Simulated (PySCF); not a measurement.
**Argon: a sound run and one with changed settings**

Sound run: Ar [Ar], Ar⁺ [Ne] 3s2 3p5. All numbers are calculated (PySCF 2.14, the spin-free X2C one-electron Hamiltonian (Gaussian nucleus), in cc-pVDZ-DK). In the sound run the correlated levels freeze [Ne]. The sound run starts from symmetry-adapted Hartree-Fock orbitals and uses a fine grid where one is needed.

A second run was set up differently.

```csv
species,method,sound run (hartree),changed run (hartree),converged
Ar,MP2,-528.74640,-528.75173,yes
Ar,CCSD(T),-528.75906,-528.76373,yes
Ar⁺,MP2,-528.17986,-528.18509,yes
Ar⁺,CCSD(T),-528.19763,-528.20232,yes
```

Ionisation energy of Ar:

```
 method  sound run (eV)  changed run (eV)
    UHF          14.659            14.659
    MP2          15.416            15.419
SCS-MP2          15.326            15.329
   CCSD          15.276            15.275
CCSD(T)          15.277            15.277
```

(1) What was changed?
A. basis contracted for another Hamiltonian
B. all electrons correlated in a valence basis
C. a valence shell is frozen
D. minimal basis

## Answers

(1) B. A valence basis has no tight correlating functions, so it recovers only part of the core correlation, and not evenly between atom and ion.
